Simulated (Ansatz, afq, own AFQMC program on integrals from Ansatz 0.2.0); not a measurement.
AFQMC on a folder of integrals that Ansatz 0.2.0 wrote.

```yaml
crystal:
  periodic: [false, false, false]
  atoms:
    - {symbol: N, position_ang: [0.000000, 0.000000, 0.000000]}
    - {symbol: H, position_ang: [0.590343, 0.592302, 0.590214]}
    - {symbol: H, position_ang: [-0.592921, -0.588246, 0.591684]}
    - {symbol: H, position_ang: [-0.588983, 0.589598, -0.594267]}
    - {symbol: H, position_ang: [0.591561, -0.593654, -0.587631]}
basis:
  gaussian: {orbitals: 6-31G}
total_charge: 1
magnetization: {spin_polarized: false}
correlation: {method: ccsd_t, electrons: outside_noble_gas, hamiltonian_folder: ham}
```

```sh
$ ansatz run in.yaml --threads 1 --pin off --events-out ev --progress --plain --max-ram 1843MiB
```

Options of the walk:

```
--method phaseless --trial mp1 --walkers 10 --populations 1 --least-time 40 --time-step 0.005 --steps-per-block 10 --equilibration-blocks 120 --max-blocks 800 --target-error 0.00068 --factor-cut 1e-06 --seed 3730 --taylor-order 6
```

Times are imaginary, in 1/Eh. The walk had a cap of 108 s.

afq prints:

```
orbitals 16  electrons 4 4  factors 122 of 260
reference energy -56.51604988 Eh
CCSD correlation -0.13262403 Eh in 8 cycles, weight of the determinant in the CISD state 0.9513
energy of the start -56.633573 Eh
 block  time / (1/Eh)  mean weight  energy / Eh
     1     0.050  0.9998  -56.634034
     2     0.100  0.9984  -56.636455
     3     0.150  0.9996  -56.637571
     4     0.200  0.9962  -56.637512
     5     0.250  1.0019  -56.638735
     7     0.350  1.0023  -56.639899
     9     0.450  0.9988  -56.642557
    24     1.200  1.0008  -56.649400
    70     3.500  1.0004  -56.653278
   116     5.800  1.0008  -56.644633
   162     8.100  1.0014  -56.654148
   208    10.400  0.9964  -56.642437
   254    12.700  1.0021  -56.648528
   300    15.000  0.9959  -56.650317
   346    17.300  0.9947  -56.647244
   392    19.600  0.9973  -56.648670
   438    21.900  1.0001  -56.650012
   484    24.200  0.9966  -56.650737
   530    26.500  0.9990  -56.649790
   576    28.800  0.9972  -56.658763
   622    31.100  1.0003  -56.648514
   668    33.400  1.0007  -56.673665
   714    35.700  0.9984  -56.674381
   760    38.000  0.9993  -56.655905
   806    40.300  0.9983  -56.654932
   852    42.600  0.9998  -56.649166
   898    44.900  1.0032  -56.644904
blocks merged  error / Eh  count
     1  0.000238  800
     2  0.000327  400
     4  0.000439  200
     8  0.000582  100
    16  0.000766  50
    32  0.000926  25
    64  0.001169  12
energy -56.651761 +/- 0.000926 Eh
(rows thinned)
```

The run passed its tests (sampling time, drift between the halves within three errors, error under three times the target), which doesn't prove that it has relaxed. The second half of the sampling lies below the first by 2.2 errors of their difference, so the energy may still be moving and its error bar be too small.

Against this walk (error 25.2 meV) on the same determinant: CCSD(T) 47.9 meV higher (within the noise), CCSDT(Q) 37.4 meV higher (within the noise), CCSDTQ 37.6 meV higher (within the noise), full CI 37.3 meV higher (within the noise), a separate phaseless walk with a CISD trial and standard settings 35.7 ± 25.7 meV higher (within the noise). The error is statistical and leaves out the bias of the constraint.

Cautions: constraint bias not in the error; error above the target (25.2 against 18.5 meV); so few walkers bias the energy.

The walk took 4.4 s on 1 thread of Intel(R) Xeon(R) 6975P-C (Granite Rapids) (shared host). The log's last line is the phaseless energy.

CCSDT and higher add their correlation energy to the determinant of the CCSD(T) run, since their own runs factorise the integrals more tightly (a shift of under 2 meV). A walk keeps the symmetry of its determinant, which the program's search chose and which needn't be the lowest solution, so a lower state of the same spin and another symmetry isn't excluded.
